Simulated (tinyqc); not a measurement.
Pariser-Parr-Pople SCF with singles CI, for the molecule Clc1cc[nH]c1 (SMILES; centres numbered as the heavy atoms are written), step by step. One step of it, computed by the program tinyqc.

Problem. PPP integrals. Mataga-Nishimoto: gamma = 14.399645/(R + a), a = 2 x 14.399645/(gamma_rr + gamma_ss); H_rr = -W_r - sum_(s != r) z_s gamma_rs; H_rs = beta for bonds.

Centres (angstrom, eV; a flat drawing with bonds scaled to 1.40 angstrom):
```
centre          x          y  core charge z          W   gamma_rr
1Cl      2.159000   0.000000              2  22.670000  11.900000
2C       0.759000   0.000000              1  11.940000  12.000000
3C      -0.064000   1.133000              1  11.940000  12.000000
4C      -1.395000   0.700000              1  11.940000  12.000000
5N      -1.395000  -0.700000              2  27.930000  15.840000
6C      -0.064000  -1.133000              1  11.940000  12.000000
```

Resonance integrals (eV):
```
i  j       beta
1  2  -1.630000
2  3  -2.390000
3  4  -2.390000
4  5  -2.110000
5  6  -2.110000
6  2  -2.390000
```

Give: repulsion gamma_rs; core matrix H.

Solution.

repulsion gamma_rs (eV), lower triangle:
```
         1Cl       2C       3C       4C       5N       6C
1Cl  11.9000
2C    5.5277  12.0000
3C    3.8917   5.5376  12.0000
4C    2.9830   4.1559   5.5391  12.0000
5N    3.0897   4.3644   4.3639   5.9149  15.8400
6C    3.8917   5.5376   4.1546   4.1555   5.9158  12.0000
```

core matrix H (eV), lower triangle:
```
          1Cl        2C        3C        4C        5N        6C
1Cl  -45.1436
2C    -1.6300  -46.9554
3C     0.0000   -2.3900  -43.6825
4C     0.0000    0.0000   -2.3900  -43.5863
5N     0.0000    0.0000    0.0000   -2.1100  -54.6685
6C     0.0000   -2.3900    0.0000    0.0000   -2.1100  -45.4026
```
